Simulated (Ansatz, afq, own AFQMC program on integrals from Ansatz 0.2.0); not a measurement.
# AlH$_{4}$, doublet: AFQMC among the cluster methods

```xyz
5

Al   -0.1430    0.0003   -0.3172
H     1.0720    0.0043    4.7440
H    -0.7575   -0.0213    4.6738
H     1.7519    3.3047   -0.4510
H     1.7622   -3.2971   -0.4761
```

Basis 6-31G. Noble-gas cores (and the filled d shells of Ga–Kr and In–Xe) are frozen. Ansatz 0.2.0 and our own AFQMC program on the same integrals; the CISD trial comes from CCSD amplitudes, and released means the phaseless constraint is let go. Error bars are statistical, one sigma.

Determinant: ROHF, the one that the program's search chose, which needn't be the lowest solution. The geometry is a point of a scan.

Full CI on the same integrals is exact in this basis and with this determinant's frozen core.

Cautions: a spin-contaminated unrestricted determinant lies lower (UHF 3.57 eV lower, ⟨S²⟩ 2.53); strong correlation (T1 0.111, weight of the determinant 0.56, largest double 0.59); the CCSD(T) amplitudes may be one of several solutions (largest double 0.59); the CCSDT(Q) amplitudes may be one of several solutions (largest double 0.58); the CCSDTQ amplitudes may be one of several solutions (largest double 0.57); the released energies are still falling, so no released level is given (meV from the phaseless value at times in 1/Eh: -9 ± 10 at 0.24, -16 ± 9 at 0.51, -33 ± 8 at 0.99, -57 ± 9 at 1.62, -92 ± 9 at 2.40).

```
T1 diagnostic                               : 0.1110
weight of the determinant in the CISD state : 0.556
size of the correlated space                : 7 electrons in 16 orbitals
```

Reference: full CI, correlation energy -5.094 eV. The cautions show a poor starting determinant, so the rows tell how each method copes with it here, and full CI is the sure value.

```csv
level,E − E(reference) (mEh),share of correlation (%)
HF,187.20,0.00
MP2,95.15,49.17
CCSD,3.36,98.21
CCSD(T),0.64,99.66
CCSDT,0.55,99.71
CCSDT(Q),0.29,99.84
CCSDTQ,-0.03,100.02
ph-AFQMC/CISD,8.84 ± 0.26,95.28
```

CCSDT and higher add their correlation energy to the determinant of the CCSD(T) run, since their own runs factorise the integrals more tightly (a shift of under 2 meV).
